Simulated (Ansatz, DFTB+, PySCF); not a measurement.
**Cubic BN, bulk modulus B0**

Reference value: 410 GPa (measured, 0 K value with the zero-point phonon effect removed, our sources range from 388 to 410; as tabulated in Mejia-Rodriguez and Trickey (2018), arXiv:1807.09216).

```csv
level (code),value (GPa),cell (Å³/atom)
DFTB cp2k-nonscc (DFTB+),264,6.34
PBE (Ansatz),372,5.95
PBE-D4 (Ansatz),?,5.87
Hartree–Fock (Ansatz),431,5.83
CCSD (PySCF),400 ± 10,5.80
```

### Question
Fill in the missing entries.

### Answer

- PBE-D4 (Ansatz, a program for electronic structure), value (GPa): 385

Errors against the reference: DFTB cp2k-nonscc -36 %, PBE -9.3 %, PBE-D4 -6.1 %, Hartree–Fock +5.1 %, CCSD -2.4 %.

Once the reference is moved by up to 5.3 % (a margin picked here for doubts on the reference and the settings) and values within 1.7 % count as equal, the nearest can be CCSD (-2.4 %), Hartree–Fock (+5.1 %) or PBE-D4 (-6.1 %). Farthest off among them: DFTB cp2k-nonscc (-36 %). Within 15 %: PBE, PBE-D4, Hartree–Fock, CCSD.

A ± on a computed value is a rough bar: the spread of its extrapolation, a floor set from checks against published values, or a statistical error. DFTB cp2k-nonscc: this tight-binding set is not self-consistent in the charges. Each level is taken at its own relaxed cell. Cutoffs and k meshes differ between the levels. Ansatz's density-functional and Hartree–Fock values are scalar-relativistic unless marked +SOC, with PAW data made under PBE.

Differences are worked out from the printed values.
